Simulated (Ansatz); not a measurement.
**Litharge SnO**

These are B3LYP (VWN-RPA form) (plane waves, PAW; Ansatz, a quantum-chemistry and plane-wave program) values and carry that method's errors.

Settings: plane-wave cutoff 460 eV, 8×8×6 k mesh (along the axes of the cell as run), Fermi–Dirac smearing 0.01 eV, scalar-relativistic PAW data made under PBE.

Cell (relaxed at this level):

```
SnO
1.0
    3.84824     0.00000     0.00000
    0.00000     3.84824     0.00000
    0.00000     0.00000     6.27886
Sn O
2 2
Direct
  0.50000   0.00000   0.81519
  0.00000   0.50000   0.18481
  0.50000   0.50000   0.00000
  0.00000   0.00000   0.00000
```

- band gap = 3.33 eV (on the SCF k mesh)
- smallest direct gap on the k points sampled = 3.38 eV

Measured, for comparison: band gap 0.7 eV (temperature not stated, no zero-point or thermal correction; as tabulated in Waroquiers et al. (2013), arXiv:1302.6756).

Note: the cell comes from a level without a dispersion term, which matters for the spacing of layers, chains or molecules; the cell has widely spaced layers and the level no dispersion term, so their spacing and the moduli can rest on weak binding.

Spin–orbit coupling is not included.

The computed numbers hold no vibrational or temperature effects.
